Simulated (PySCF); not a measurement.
C3H (charge +1 and singlet state).
Bonds: C1–C2, C2–C3 (triple). Hydrogens: H4 on C3.

All values: PBE0/def2-SVPD (PySCF, non-relativistic), on one gas-phase PBE0-D3(BJ)/def2-SVP geometry that isn't relaxed in the solvent. The solvent is an IEF-PCM continuum (cavity from Bondi-type radii × 1.2), and excitations are vertical TDDFT with non-equilibrium linear response and a frozen core. The model holds no explicit solvent molecules, cavitation or dispersion.

Gas-phase singlets (H = HOMO, L = LUMO):

```csv
state,E (eV),λ (nm),f,leading configuration
S1,3.130,396,0.010,H→L 100%
S2,3.130,396,0.010,H→L+1 100%
S3,3.773,329,0.000,H-2→L 30%
S4,4.061,305,0.000,H-2→L+1 27%
S5,4.061,305,0.000,H-2→L 27%
```

**Question.** Give the list for acetonitrile (ε = 35.69), n² = 1.81.

**Answer.** 
| state | E (eV) | λ (nm) | f | leading configuration | change by rank (eV) |
| --- | --- | --- | --- | --- | --- |
| S1 | 3.432 | 361 | 0.013 | H→L 100% | +0.302 |
| S2 | 3.432 | 361 | 0.013 | H→L+1 100% | +0.302 |
| S3 | 3.675 | 337 | 0.000 | H-1→L 50% | -0.098 |
| S4 | 3.955 | 313 | 0.000 | H-2→L+1 43% | -0.106 |
| S5 | 3.955 | 313 | 0.000 | H-1→L+1 43% | -0.106 |

**Question.** How do the frontier levels move from gas to acetonitrile?

**Answer.** 
```csv
orbital,gas (eV),solvent (eV),change (eV),"Löwdin shares, gas","Löwdin shares, solvent"
LUMO+2,-5.39,0.03,+5.42,"C2 33 %, C1 32 %, C3 28 %, H4 7 %","C2 33 %, C1 32 %, C3 28 %, H4 7 %"
LUMO+1,-11.96,-6.57,+5.39,"C1 47 %, C3 31 %, C2 19 %","C1 48 %, C3 31 %, C2 19 %"
LUMO,-11.96,-6.57,+5.39,"C1 47 %, C3 31 %, C2 19 %","C1 48 %, C3 31 %, C2 19 %"
HOMO,-16.87,-11.79,+5.08,"C1 82 %, C2 17 %","C1 82 %, C2 17 %"
HOMO-1,-18.09,-12.61,+5.48,"C2 44 %, C3 35 %, C1 19 %","C2 44 %, C3 34 %, C1 20 %"
HOMO-2,-18.09,-12.61,+5.48,"C2 44 %, C3 35 %, C1 19 %","C2 44 %, C3 34 %, C1 20 %"
HOMO-3,-23.56,-17.89,+5.67,"C3 52 %, H4 33 %, C2 13 %","C3 53 %, H4 33 %, C2 13 %"
```

The HOMO–LUMO gap goes from 4.91 to 5.23 eV. Shares within a degenerate set are those of one arbitrary member.

Hardware: Arm Neoverse V2, one thread, shared host with 96 logical CPUs at a one-minute load of 45. Cost: 1.3 s wall, 0.41 GiB resident at most. This is the whole response run at PBE0/def2-SVPD in acetonitrile, SCF included.
